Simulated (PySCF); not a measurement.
**AlSiH4Cl (SMILES [SiH3][AlH][Cl]) at CCSD(T)/STO-3G**

Aim: the vertical ionisation energy of AlSiH4Cl at CCSD(T)/STO-3G, from 2 runs. The job is set up through a Python script.

The calculation is run with PySCF 2.14.0.

## (1) The molecule

The species is AlSiH4Cl (7 atoms), meant as a singlet with charge 0. As SMILES, `[SiH3][AlH][Cl]`. Geometry: relaxed at PBE0-D4/def2-TZVP.

Bond lengths: Si1–Al2 2.446 Å, Al2–Cl3 2.104 Å, Si1–H4 1.490 Å, Si1–H5 1.490 Å, Si1–H6 1.489 Å, Al2–H7 1.581 Å. Angles: Si1–Al2–Cl3 116.2°, Si1–Al2–H7 127.5°, Cl3–Al2–H7 116.3°, Al2–Si1–H4 110.2°, Al2–Si1–H5 110.2°, Al2–Si1–H6 112.2°, H4–Si1–H5 107.8°, H4–Si1–H6 108.2°, H5–Si1–H6 108.1°.

## (2) A single-point energy at CCSD(T)/STO-3G

The input, input.py:

```python
from pyscf import gto, cc

molecule = gto.M(
    atom=[
    ('Si', (-0.861200, 0.582500, -0.311200)),
    ('Al', (1.094800, -0.612400, 0.543100)),
    ('Cl', (1.783400, -2.223100, -0.622900)),
    ('H', (-2.012700, -0.351800, -0.455300)),
    ('H', (-0.567600, 1.154700, -1.655100)),
    ('H', (-1.276600, 1.696100, 0.586300)),
    ('H', (1.901100, -0.314000, 1.869500)),
],
    max_memory=1860,
    verbose=3,
    basis='sto-3g',
    charge=0,
)

mf = molecule.RHF()
mf.conv_tol = 1e-10
mf.kernel()
if not mf.converged:
    mf = mf.newton().run(mf.mo_coeff, mf.mo_occ)

mycc = cc.CCSD(mf, frozen=15)
mycc.kernel()
e_t = mycc.ccsd_t()
etot = mycc.e_tot + e_t
print('E = %.10f Eh' % etot)
```

Run with:

```
OMP_NUM_THREADS=1 python input.py
```

The log of the run:

```text
converged SCF energy = -981.612122383759
E(CCSD) = -981.7139070647211  E_corr = -0.1017846809620205
CCSD(T) correction = -0.00126541495808171
E = -981.7151724797 Eh
```

It took 0.6 s on 1 thread of Intel Xeon 6975P-C (Granite Rapids), shared host; peak memory 0.12 GiB.

## (3) The doublet cation, same level

The input, input.py:

```python
from pyscf import gto, cc

system = gto.M(
    atom='''
Si  -0.861200   0.582500  -0.311200
Al   1.094800  -0.612400   0.543100
Cl   1.783400  -2.223100  -0.622900
H   -2.012700  -0.351800  -0.455300
H   -0.567600   1.154700  -1.655100
H   -1.276600   1.696100   0.586300
H    1.901100  -0.314000   1.869500
''',
    max_memory=1860,
    spin=1,
    basis='sto-3g',
    verbose=4,
    charge=1,
)

mf = system.UHF()
mf.conv_tol = 1e-10
mf.kernel()
if not mf.converged:
    mf = mf.newton().run(mf.mo_coeff, mf.mo_occ)

mycc = cc.CCSD(mf, frozen=15)
mycc.kernel()
e_t = mycc.ccsd_t()
etot = mycc.e_tot + e_t
print('Final energy', etot)
```

Run with:

```
OMP_NUM_THREADS=1 python input.py
```

The log of the run:

```text
PySCF version 2.14.0

[INPUT] num. atoms = 7
[INPUT] num. electrons = 47
[INPUT] charge = 1
[INPUT] spin (= nelec alpha-beta = 2S) = 1
[INPUT] symmetry False subgroup None
[INPUT] Mole.unit = angstrom
[INPUT] Symbol           X                Y                Z      unit          X                Y                Z       unit  Magmom
[INPUT]  1 Si    -0.861200000000   0.582500000000  -0.311200000000 AA   -1.627432138475   1.100765467559  -0.588082769965 Bohr   0.0
[INPUT]  2 Al     1.094800000000  -0.612400000000   0.543100000000 AA    2.068872161174  -1.157268278684   1.026310258251 Bohr   0.0
[INPUT]  3 Cl     1.783400000000  -2.223100000000  -0.622900000000 AA    3.370137570549  -4.201050147521  -1.177110402992 Bohr   0.0
[INPUT]  4 H     -2.012700000000  -0.351800000000  -0.455300000000 AA   -3.803451770912  -0.664805650622  -0.860392304514 Bohr   0.0
[INPUT]  5 H     -0.567600000000   1.154700000000  -1.655100000000 AA   -1.072608548303   2.182066756035  -3.127685708768 Bohr   0.0
[INPUT]  6 H     -1.276600000000   1.696100000000   0.586300000000 AA   -2.412424370620   3.205164479875   1.107946426832 Bohr   0.0
[INPUT]  7 H      1.901100000000  -0.314000000000   1.869500000000 AA    3.592558335411  -0.593374003113   3.532842989874 Bohr   0.0

nuclear repulsion = 164.989917969609
number of shells = 19
number of NR pGTOs = 93
number of NR cGTOs = 31
basis = sto-3g
ecp = {}

******** <class 'pyscf.scf.uhf.UHF'> ********
method = UHF
initial guess = minao
damping factor = 0
level_shift factor = 0
DIIS = <class 'pyscf.scf.diis.CDIIS'>
diis_start_cycle = 1
diis_space = 8
diis_damp = 0
SCF conv_tol = 1e-10
SCF conv_tol_grad = None
SCF max_cycles = 50
direct_scf = True
direct_scf_tol = 1e-13
number electrons alpha = 24  beta = 23
Set gradient conv threshold to 1e-05
[... 63 lines left out ...]
  HOMO = -0.560271079335  LUMO = -0.256678536057  gap/eV = 8.26117
Extra cycle  E= -981.336425708972  delta_E= 2.27e-13  |g|= 5.64e-07  |ddm|= 2.15e-06
converged SCF energy = -981.336425708972  <S^2> = 0.77091973  2S+1 = 2.0208115

******** <class 'pyscf.cc.uccsd.UCCSD'> ********
CC2 = 0
CCSD nocc = (np.int64(9), np.int64(8)), nmo = (16, 16)
frozen orbitals 15
max_cycle = 50
direct = 0
conv_tol = 1e-07
conv_tol_normt = 1e-06
diis_space = 6
diis_start_cycle = 0
diis_start_energy_diff = 1e+09
Init t2, MP2 energy = -0.0741001636657064
Init E_corr(UCCSD) = -0.0741001636662338
cycle = 1  E_corr(UCCSD) = -0.0944442867354662  dE = -0.0203441231  norm(t1,t2) = 0.091005
cycle = 2  E_corr(UCCSD) = -0.103269276239573  dE = -0.0088249895  norm(t1,t2) = 0.0401744
cycle = 3  E_corr(UCCSD) = -0.108744639544124  dE = -0.0054753633  norm(t1,t2) = 0.0267015
cycle = 4  E_corr(UCCSD) = -0.110102786549373  dE = -0.00135814701  norm(t1,t2) = 0.0139855
cycle = 5  E_corr(UCCSD) = -0.109821505115045  dE = 0.000281281434  norm(t1,t2) = 0.0105278
cycle = 6  E_corr(UCCSD) = -0.109983079165208  dE = -0.00016157405  norm(t1,t2) = 0.00429229
cycle = 7  E_corr(UCCSD) = -0.10998803662925  dE = -4.95746404e-06  norm(t1,t2) = 0.00180664
cycle = 8  E_corr(UCCSD) = -0.109984587757145  dE = 3.44887211e-06  norm(t1,t2) = 0.000872857
cycle = 9  E_corr(UCCSD) = -0.10997838907357  dE = 6.19868357e-06  norm(t1,t2) = 0.000570284
cycle = 10  E_corr(UCCSD) = -0.109977887844076  dE = 5.01229494e-07  norm(t1,t2) = 0.000259329
cycle = 11  E_corr(UCCSD) = -0.109977897698176  dE = -9.85410012e-09  norm(t1,t2) = 0.000137178
cycle = 12  E_corr(UCCSD) = -0.109975599140067  dE = 2.29855811e-06  norm(t1,t2) = 6.99787e-05
cycle = 13  E_corr(UCCSD) = -0.10997484952327  dE = 7.49616797e-07  norm(t1,t2) = 2.69347e-05
cycle = 14  E_corr(UCCSD) = -0.109974863430879  dE = -1.39076085e-08  norm(t1,t2) = 1.34209e-05
cycle = 15  E_corr(UCCSD) = -0.109975105187279  dE = -2.41756401e-07  norm(t1,t2) = 6.96311e-06
cycle = 16  E_corr(UCCSD) = -0.109975197487418  dE = -9.23001389e-08  norm(t1,t2) = 3.80387e-06
cycle = 17  E_corr(UCCSD) = -0.109975147226539  dE = 5.02608791e-08  norm(t1,t2) = 2.45847e-06
cycle = 18  E_corr(UCCSD) = -0.109975083571044  dE = 6.3655495e-08  norm(t1,t2) = 1.30374e-06
cycle = 19  E_corr(UCCSD) = -0.109975042954108  dE = 4.06169366e-08  norm(t1,t2) = 7.2039e-07
UCCSD converged
E(UCCSD) = -981.4464007519266  E_corr = -0.1099750429541076
UCCSD(T) correction = -0.00283764392642103
Final energy -981.4492383958531
```

Wall time 0.74 s (1 thread of Intel Xeon 6975P-C (Granite Rapids), shared host); peak memory 0.12 GiB.

## (4) Results

Level: CCSD(T)/STO-3G, 15 core orbitals frozen.

| quantity | value |
| --- | --- |
| singlet AlSiH4Cl: total energy | -981.71517 Eh |
| singlet AlSiH4Cl: dipole moment (Hartree–Fock density) | 3.05 D |
| singlet AlSiH4Cl: HOMO energy (Hartree–Fock orbitals) | -7.96 eV |
| singlet AlSiH4Cl: LUMO energy (Hartree–Fock orbitals) | 7.36 eV |
| singlet AlSiH4Cl: HOMO–LUMO gap (Hartree–Fock orbitals) | 15.33 eV |
| singlet AlSiH4Cl: correlation energy (15 core orbitals frozen) | -103.1 mEh |
| singlet AlSiH4Cl: (T) correction | -1.27 mEh |
| singlet AlSiH4Cl: T1 diagnostic | 0.007 |
| doublet cation: total energy | -981.44924 Eh |
| doublet cation: HOMO energy (Hartree–Fock orbitals) (highest over α and β) | -15.25 eV |
| doublet cation: LUMO energy (Hartree–Fock orbitals) (lowest over α and β) | -6.98 eV |
| doublet cation: correlation energy (15 core orbitals frozen) | -112.8 mEh |
| doublet cation: (T) correction | -2.84 mEh |
| doublet cation: ⟨S²⟩ of the reference determinant | 0.771 |
| doublet cation: T1 diagnostic | 0.033 |
| vertical ionisation energy (to the doublet cation) | 7.236 eV |

Removing an electron at fixed nuclei costs 7.24 eV (698 kJ/mol). In a minimal basis such a difference can be off by several eV, whatever the method. Mulliken charges (singlet AlSiH4Cl) of the mean-field density run from -0.51 on Cl3 to +0.86 on Al2. The triples (singlet AlSiH4Cl) make up 1.2 % of the correlation energy. Mulliken charges (doublet cation) of the mean-field density run from -0.33 on Cl3 to +1.00 on Al2; they depend strongly on the basis. The triples (doublet cation) make up 2.5 % of the correlation energy.
